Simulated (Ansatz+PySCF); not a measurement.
# triplet C₄H₆: levels of theory in one basis

```csv
atom,x (Å),y (Å),z (Å)
C,0.0099,0.0436,-0.0224
C,1.3973,-0.0464,0.0074
C,-0.7281,1.2056,-0.0411
C,-0.6992,-1.2062,0.0457
H,1.9576,-0.8907,-0.0080
H,1.9867,0.9069,-0.0392
H,-1.7582,1.2712,0.0080
H,-0.1776,2.1782,0.0500
H,-1.8456,-1.2567,-0.0129
H,-0.1911,-2.1629,-0.0450
```

Basis set: def2-SVP (spherical functions). Left uncorrelated: 4 orbitals. Correlation on ROHF uses semicanonical orbitals with singles. Charge 0, multiplicity 3.

Computed with Ansatz (development build ahead of 0.2.0); each method stands on the lowest determinant of its kind that the runs found. NEVPT2 correlates all electrons. Active spaces start from the frontier orbitals, and the lowest solution found is given.

```
        method  E − E(ROHF) (eV)  <S²> of the determinant
          ROHF              0.00                     2.00
           UHF             -0.89                     2.19
      ROHF-MP2            -14.14                        –
   CASSCF(4,4)             -1.06                        –
SC-NEVPT2(4,4)            -14.53                        –
```

**Question.** What does UHF-MP2 give on the same scale?

**Answer.** -13.85 eV.

**Question.** Is a single determinant a sound starting point here?

**Answer.** Only with care. Unrestricted orbitals gain 0.89 eV and <S²> is 2.19 against 2.00 for a pure state, a contamination that matters most for the unrestricted series. The CASSCF(4,4) natural occupations are 1.92, 1.00, 1.00, 0.08.

Caution for ROHF, ROHF-MP2: an unrestricted determinant lies well below. Caution for UHF, UHF-MP2: the unrestricted determinant is spin contaminated.
